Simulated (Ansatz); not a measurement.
**SiClO (doublet): the correlation ladder, def2-TZVPP**

The task here is to estimate one member of a computed series from the others.

The runs use Ansatz 0.2.0, Gaussian basis; def2-TZVPP, core rule «outside noble gas», up to 11 orbitals frozen.

To be run: UHF; ROHF; CCSD(T) on UHF.

### What is computed

The geometry is a PBE0/def2-TZVP stationary point (not a proven minimum) of the parent state, kept for this charge and spin.

3 atoms, charge 0, spin multiplicity 2.

Atoms are counted from 1 here; the program's logs count them from 0.

Bond lengths: Cl1–Si3 2.238 Å, O2–Si3 1.908 Å. Angles: Cl1–Si3–O2 65.5°.

Geometry (Å):

```xyz
3
charge 0, multiplicity 2
Cl    0.00000   -0.10465    1.13196
O     0.00000    1.27390   -0.66080
Si    0.00000   -0.59359   -1.05246
```

Set-up of the first run:

The input, in.yaml:

```yaml
crystal:
  periodic: [false, false, false]
  atoms:
    - {symbol: Cl, position_ang: [0.000000, -0.104654, 1.131961]}
    - {symbol: O, position_ang: [0.000000, 1.273898, -0.660805]}
    - {symbol: Si, position_ang: [0.000000, -0.593591, -1.052463]}
basis:
  gaussian: {orbitals: def2-TZVPP}
magnetization: {spin_polarized: true, initial_magnetization: 1}
hamiltonian: {xc: hf}
output: {orbitals: {seedname: orbitals}}
```

Run with:

```
$ ansatz run in.yaml --threads 1 --pin off --events-out ev --progress --plain --max-ram 4096MiB --backend cpu
```

Among the steps run: UHF; ROHF; CCSD(T) on UHF.

One table of the session follows, with a row left open; its other results are not shown here.

It belongs to the step «Misses and costs». 

```
  method  from UCCSD(T) (meV)
    ROHF             +15122.7
     UHF                    ?
    UMP2              +1737.0
   UCCSD               +721.9
UCCSD(T)                    0
```

**Question.** Estimate the row for UHF.

As computed: from UCCSD(T) (meV): +14933.8. In the column «from UCCSD(T) (meV)» it lies between UMP2 (+1737.0) and ROHF (+15122.7).
